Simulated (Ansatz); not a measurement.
Basis-set extrapolation for C$_{4}$H$_{5}$F, SMILES `CC1=CC1F` (PBE0-D4/def2-TZVP geometry, frozen core, Ansatz). Multiplicity 1, RHF reference.

```json
{"": "HF", "def2-TZVPP": "-253.835138", "def2-QZVPP": "-253.846325"}
{"": "MP2 correlation", "def2-TZVPP": "-0.894640", "def2-QZVPP": "-0.960478"}
{"": "CCSD(T) correlation", "def2-TZVPP": "-0.959704", "def2-QZVPP": "not run"}
```

Energies in hartree. Use E(X) = E(∞) + A·exp(−7.88·√X) for Hartree–Fock and E(X) = E(∞) + B·X^(−2.97) for correlation, with X = 3 and 4, and add CCSD(T) minus MP2 of the smaller set to the MP2 limit.

Task: What is the CCSD(T) energy at the basis-set limit?

Result: HF limit: -253.846325 + (-0.011187) × 0.13774 = -253.84787. MP2 limit: -0.960478 + (-0.065838) × 0.74074 = -1.00925. Higher-order term: -0.959704 − (-0.894640) = -0.06506. Total: -254.92218 hartree, 3.47 eV below CCSD(T)/def2-TZVPP.
